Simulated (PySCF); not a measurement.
Indirect couplings

Molfile (atoms numbered from 1):
```
C3H6F2
     RDKit          3D

 11 10  0  0  0  0  0  0  0  0999 V2000
    1.4342   -0.0001   -1.3771 F   0  0  0  0  0  0  0  0  0  0  0  0
    1.0741   -0.6663   -0.2280 C   0  0  0  0  0  0  0  0  0  0  0  0
    0.1404    0.1922    0.5928 C   0  0  0  0  0  0  0  0  0  0  0  0
   -1.1393    0.5243   -0.1384 C   0  0  0  0  0  0  0  0  0  0  0  0
   -1.8287   -0.6312   -0.4248 F   0  0  0  0  0  0  0  0  0  0  0  0
    0.5757   -1.6073   -0.5147 H   0  0  0  0  0  0  0  0  0  0  0  0
    1.9890   -0.9083    0.3384 H   0  0  0  0  0  0  0  0  0  0  0  0
   -0.0963   -0.3347    1.5323 H   0  0  0  0  0  0  0  0  0  0  0  0
    0.6486    1.1317    0.8668 H   0  0  0  0  0  0  0  0  0  0  0  0
   -1.7864    1.1767    0.4716 H   0  0  0  0  0  0  0  0  0  0  0  0
   -0.9133    1.0376   -1.0880 H   0  0  0  0  0  0  0  0  0  0  0  0
  1  2  1  0
  2  3  1  0
  3  4  1  0
  4  5  1  0
  2  6  1  0
  2  7  1  0
  3  8  1  0
  3  9  1  0
  4 10  1  0
  4 11  1  0
M  END
```

Method: B3LYP/pcJ-1 (spin–dipole term only in couplings to heteroatoms)//PBE0-D3(BJ)/def2-SVP, PySCF 2.14.0 with density-fitted response routines; isolated molecule, single conformer, non-relativistic. Couplings are averaged over pairs made equivalent by symmetry, fast rotation or ring inversion, so a value needn't be that of the named pair in this geometry, while other rotamers aren't included; one pair stands for each set, and the list holds those of at least 1.5 Hz over up to four bonds. One-bond C–F couplings come out tens of Hz too large with common functionals.

Isotopes: 19F, 13C, 1H.

```json
{"pair": "F1, C2", "bonds": "1", "J (Hz)": "-233.1"}
{"pair": "C2, C3", "bonds": "1", "J (Hz)": "40.1"}
{"pair": "C2, H6", "bonds": "1", "J (Hz)": "?"}
{"pair": "C3, H8", "bonds": "1", "J (Hz)": "?"}
{"pair": "F1, C3", "bonds": "2", "J (Hz)": "19.6"}
{"pair": "F1, H6", "bonds": "2", "J (Hz)": "54.1"}
{"pair": "C2, C4", "bonds": "2", "J (Hz)": "-2.8"}
{"pair": "H6, H7", "bonds": "2", "J (Hz)": "-10.4"}
{"pair": "H8, H9", "bonds": "2", "J (Hz)": "-16.4"}
{"pair": "F1, C4", "bonds": "3", "J (Hz)": "?"}
{"pair": "F1, H8", "bonds": "3", "J (Hz)": "26.4"}
{"pair": "C2, H10", "bonds": "3", "J (Hz)": "?"}
{"pair": "H6, H8", "bonds": "3", "J (Hz)": "3.5"}
{"pair": "H6, H9", "bonds": "3", "J (Hz)": "8.1"}
```

Question: Estimate the withheld couplings, with signs.

Answer: 
- 1J(C2,H6) = 155.7 Hz (bond length 1.103 Å, sp3 carbon)
- 1J(C3,H8) = 130.4 Hz (bond length 1.103 Å, sp3 carbon)
- 3J(F1,C4) = 3.3 Hz (dihedral angle 61°)
- 3J(C2,H10) = 5.7 Hz (mean over equivalent pairs that range from 3.9 to 7.6 Hz in this conformer)
